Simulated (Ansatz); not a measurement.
**AlLi (quintet): from Hartree-Fock to the top rungs, def2-TZVPP**

One table from this session's results is given with a row withheld; the runs are named, their logs left out.

Program: Ansatz 0.2.0, Gaussian basis. Level of theory: def2-TZVPP, core rule «outside noble gas», up to 6 orbitals frozen. These are calculated values, not measurements.

The runs, in order: UHF; ROHF; CCSD(T) on UHF.

2 further runs of the same task are left out: 2 set aside as unsound or not needed.

## The geometry

The geometry is a PBE0/def2-TZVP stationary point (not a proven minimum) of the parent state, kept for this charge and spin.

2 atoms, charge 0, spin multiplicity 5.

Atoms are counted from 1 here; the program's logs count them from 0.

No contacts short enough for the rule that draws bonds.

Coordinates:

```xyz
2

Al    0.00000    0.00000    0.00000
Li    0.00000    0.00000    2.63530
```

The first run:

Contents of in.yaml:

```yaml
crystal:
  periodic: [false, false, false]
  atoms:
    - {symbol: Al, position_ang: [0.000000, 0.000000, 0.000000]}
    - {symbol: Li, position_ang: [0.000000, 0.000000, 2.635300]}
basis:
  gaussian: {orbitals: def2-TZVPP}
magnetization: {spin_polarized: true, initial_magnetization: 4}
hamiltonian: {xc: hf}
output: {orbitals: {seedname: orbitals}}
```

The run is started by

```console
ansatz run in.yaml --threads 1 --pin off --events-out ev --progress --plain --max-ram 4096MiB --backend cpu
```

Among the steps run: UHF; ROHF; CCSD(T) on UHF.

One table of the session follows, with a row left open; its other results are not shown here.

| method | from UCCSD(T) (kJ/mol) |
| --- | --- |
| ROHF | +75.9 |
| UHF | ? |
| UMP2 | +24.3 |
| UCCSD | +1.9 |
| UCCSD(T) | 0 |

**Question.** Estimate the row for UHF.

The run gave: from UCCSD(T) (kJ/mol): +75.6. In the column «from UCCSD(T) (kJ/mol)» it lies between UMP2 (+24.3) and ROHF (+75.9).
